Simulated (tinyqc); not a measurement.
Inside a calculation. Method: harmonic frequencies on the PBE/sto-6g surface (energies and gradients from PySCF), for HF, spin multiplicity 1. Computed by tinyqc, a small Python program that keeps every step (integrals from PySCF). Settings: charge = 0, multiplicity = 1, basis = sto-6g, functional = pbe,pbe, delta = 0.002. Command: `OMP_NUM_THREADS=1 python tinyqc.py 27018 27019 out.jsonl` (the two numbers bound the seeds that draw the settings). One thread of a shared host (Intel(R) Xeon(R) Processor @ 2.60GHz), about 7 s of CPU time with the checks.

## One row of the Hessian: 2Hz

optimised positions (bohr):
```
,x,y,z
1F,0.00000,0.00000,-0.18315
2H,0.00000,0.00000,1.71760
```

gradient at +delta (hartree/bohr):
```
,x,y,z
1F,0.0000000,0.0000000,-0.0009733
2H,0.0000000,0.0000000,0.0009748
```

gradient at -delta (hartree/bohr):
```
,x,y,z
1F,0.0000000,0.0000000,0.0009806
2H,0.0000000,0.0000000,-0.0009790
```

Displace 2Hz by +/-0.002 bohr; H(k, :) = (g(+) - g(-)) / (2 delta).

row of the Hessian (hartree/bohr^2): 1Fx 0.0000000, 1Fy 0.0000000, 1Fz -0.4884878, 2Hx 0.0000000, 2Hy 0.0000000, 2Hz 0.4884458

## Hessian by finite differences

All rows are made in the same way, and the matrix is symmetrised.

Hessian (symmetrised) (hartree/bohr^2):
```
,1Fx,1Fy,1Fz,2Hx,2Hy,2Hz
1Fx,-0.0000303,0.0000000,0.0000000,0.0000149,0.0000000,0.0000000
1Fy,0.0000000,-0.0000303,0.0000000,0.0000000,0.0000149,0.0000000
1Fz,0.0000000,0.0000000,0.4884878,0.0000000,0.0000000,-0.4884668
2Hx,0.0000149,0.0000000,0.0000000,0.0000006,0.0000000,0.0000000
2Hy,0.0000000,0.0000149,0.0000000,0.0000000,0.0000006,0.0000000
2Hz,0.0000000,0.0000000,-0.4884668,0.0000000,0.0000000,0.4884458
```

## Normal modes

masses (u): 1F 18.99840, 2H 1.00782

Diagonalise H_ij / sqrt(m_i m_j); the 5 smallest eigenvalues belong to translations and rotations; wavenumber = sqrt(eigenvalue / 1822.888) x 219474.63; each mode has its largest component positive (the first on a tie); zero-point energy = sum of wavenumbers / 2, with 349.755 1/cm per kcal/mol.

eigenvalues of the mass-weighted Hessian (hartree/(bohr^2 u)): 0.00000  0.00000  0.00000  0.00000  0.00000  0.51037

harmonic wavenumbers of the vibrations (1/cm): 3672.4

mass-weighted modes:
```
,mode 1
1Fx,0.00000
1Fy,0.00000
1Fz,-0.22445
2Hx,0.00000
2Hy,0.00000
2Hz,0.97448
```

zero-point energy = 5.24990 kcal/mol
